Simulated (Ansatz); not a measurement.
quartet LiC: levels of theory in one basis

```xyz
2

Li    0.0000    0.0000   -1.0091
C     0.0000    0.0000    1.0091
```

Basis set: def2-SVP (spherical functions). Frozen core: 1 orbital. Correlation on ROHF uses semicanonical orbitals with singles. Charge 0, multiplicity 4.

Computed with Ansatz (development build ahead of 0.2.0); each method stands on the lowest determinant of its kind that the runs found.

| method | E − E(ROHF) (eV) | <S²> of the determinant |
| --- | --- | --- |
| ROHF | 0.00 | 3.75 |
| UHF | -0.04 | 3.76 |
| ROHF-MP2 | -1.88 | – |
| UHF-MP2 | -1.89 | 3.76 |
| ROHF-CCSD(T) | -2.35 | – |
| UHF-CCSD(T) | -2.35 | 3.76 |

**Question.** Is a single determinant a sound starting point here?

**Answer.** By this sign, yes. Unrestricted orbitals gain 0.04 eV and <S²> is 3.76 against 3.75 for a pure state.
